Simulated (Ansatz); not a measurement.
# Rhombohedral A7 Sb

Computed with PBE-D3(BJ) (plane waves, PAW; Ansatz, a quantum-chemistry and plane-wave program).

Numerical settings: plane-wave cutoff 520 eV, 16×16×16 k mesh, Fermi–Dirac smearing 0.05 eV, scalar-relativistic PAW data made under PBE.

Cell (relaxed at this level):

```cif
data_Sb2
_chemical_formula_sum 'Sb2'
_space_group_name_H-M_alt 'P 1'
_space_group_IT_number 1
_cell_length_a 4.44386
_cell_length_b 4.44386
_cell_length_c 4.44386
_cell_angle_alpha 58.182
_cell_angle_beta 58.182
_cell_angle_gamma 58.182
loop_
_space_group_symop_operation_xyz
  'x, y, z'
loop_
_atom_site_label
_atom_site_type_symbol
_atom_site_fract_x
_atom_site_fract_y
_atom_site_fract_z
_atom_site_occupancy
Sb1 Sb 0.23650 0.23650 0.23650 1
Sb2 Sb 0.76350 0.76350 0.76350 1
```

| Quantity | Result |
|---|---|
| bulk modulus B0 | 42.5 GPa |
| band gap | zero (no gap) |
| pressure derivative B′ of the bulk modulus | 5.6 |

Measured, for comparison: bulk modulus 39.5 GPa (copied from a table, unchecked, extrapolated to 0 K and zero-point effects removed; as tabulated in Lejaeghere et al. (2013), arXiv:1204.2733). Computed (rounded) less measured: bulk modulus not scored (unchecked).

Note: the bulk modulus comes from volumes at which shape and atoms were relaxed.

Spin–orbit coupling is not included.
